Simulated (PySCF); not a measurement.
**How well do the runs reproduce experiment for cyclopropylacetylene?**

**Measured values to compare with.**

NIST CCCBDB Release 22 (SRD 101), experimental dipoles lists, for the gas: dipole moment 0.892 D.

The results are set against them at the end.

Compound: cyclopropylacetylene, C5H6.
SMILES with atom numbers: `[CH:1]#[C:2][CH:3]1[CH2:4][CH2:5]1` (hydrogens: H6 on C1; H7 on C3; H8, H9 on C4; H10, H11 on C5)

Cartesian coordinates in Å at the GFN2-xTB level; atoms count from 1:
```xyz
11
C5H6 angstrom
C      2.387   -0.645   -0.275
C      1.276   -0.447    0.127
C     -0.054   -0.202    0.588
C     -0.778    1.031    0.114
C     -1.198   -0.313   -0.386
H      3.363   -0.822   -0.616
H     -0.229   -0.527    1.607
H     -1.415    1.544    0.819
H     -0.257    1.688   -0.566
H     -0.962   -0.572   -1.407
H     -2.127   -0.732   -0.031
```

Runs made with PySCF (gas phase, on this GFN2-xTB geometry; no spin–orbit coupling):

```
                                                                                level                                                                      job  basis functions
                                                                        PBE0/pcSseg-1  spin–spin couplings from 11 perturbed nuclei, spin–dipole term left out              115
                                                                    wB97X-D/def2-SVPD        8 singlets by full TDDFT, 3 Tamm–Dancoff triplets, polarisability              148
                                                       OLYP/IGLO-II, start guess atom               6 singlets by TDA, 5 Tamm–Dancoff triplets, polarisability              146
HCTH407/pcSseg-1, grid level 4, damping 0.3 at the start, DIIS from the seventh cycle                                25 singlets by full TDDFT, polarisability              115
                                                                          B3LYP/pcJ-1  spin–spin couplings from 11 perturbed nuclei, spin–dipole term left out              195
```

## Comparison

**Dipole moment.** Measured: 0.892 D (NIST CCCBDB Release 22 (SRD 101), experimental dipoles).

```json
{"level": "PBE0/pcSseg-1", "computed (D)": "0.947", "computed − measured (D)": "+0.055", "% (from the printed values)": "+6"}
{"level": "wB97X-D/def2-SVPD", "computed (D)": "0.964", "computed − measured (D)": "+0.072", "% (from the printed values)": "+8"}
{"level": "OLYP/IGLO-II", "computed (D)": "1.008", "computed − measured (D)": "+0.116", "% (from the printed values)": "+13"}
{"level": "HCTH407/pcSseg-1", "computed (D)": "0.957", "computed − measured (D)": "+0.065", "% (from the printed values)": "+7"}
{"level": "B3LYP/pcJ-1", "computed (D)": "0.950", "computed − measured (D)": "+0.058", "% (from the printed values)": "+7"}
```

All 5 levels lie above the measurement. The computed dipoles belong to one fixed geometry; measured ones are averaged over vibrations unless marked μe. Magnitudes are compared, not signs.

The geometry is computed, not the measured one. Where a level misses, the cause wasn't examined.
